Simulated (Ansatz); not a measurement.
# BeLiH (triplet): the correlation ladder, def2-QZVPP

The task here is to estimate one member of a computed series from the others.

Computed with Ansatz 0.2.0, Gaussian basis. Level: def2-QZVPP, core rule «outside noble gas», up to 2 orbitals frozen.

The runs, in order: UHF; ROHF; CCSD(T) on UHF.

2 further runs of the same task are left out: 2 set aside as unsound or not needed.

## The geometry

The geometry is a PBE0/def2-TZVP stationary point (not a proven minimum).

3 atoms, charge 0, spin multiplicity 3.

Atoms are counted from 1 here; the program's logs count them from 0.

Bond lengths: Li1–H3 1.836 Å, Be2–H3 1.407 Å. Angles: Li1–H3–Be2 97.0°.

The first run:

File in.yaml:

```yaml
crystal:
  periodic: [false, false, false]
  atoms:
    - {symbol: Li, position_ang: [0.000000, -0.047316, 1.389798]}
    - {symbol: Be, position_ang: [0.000000, -0.073663, -1.056032]}
    - {symbol: H, position_ang: [0.000000, 0.984461, -0.128421]}
basis:
  gaussian: {orbitals: "def2-QZVPP.json"}
magnetization: {spin_polarized: true, initial_magnetization: 2}
hamiltonian: {xc: hf}
output: {orbitals: {seedname: orbitals}}
```

On the command line:

```console
$ ansatz run in.yaml --threads 1 --pin off --events-out ev --progress --plain --max-ram 2393MiB
```

Among the steps run: UHF; ROHF; CCSD(T) on UHF.

One of the session's tables, all rows but one given; the rest of the session is left out.

| method | from UCCSD(T) (kJ/mol) |
| --- | --- |
| ROHF | +147.9 |
| UHF | +146.7 |
| UMP2 | +34.5 |
| UCCSD | ? |
| UCCSD(T) | 0 |

Q: Estimate the row for UCCSD from the others.

As computed: from UCCSD(T) (kJ/mol): +3.3. In the column «from UCCSD(T) (kJ/mol)» it lies between UCCSD(T) (0) and UMP2 (+34.5).
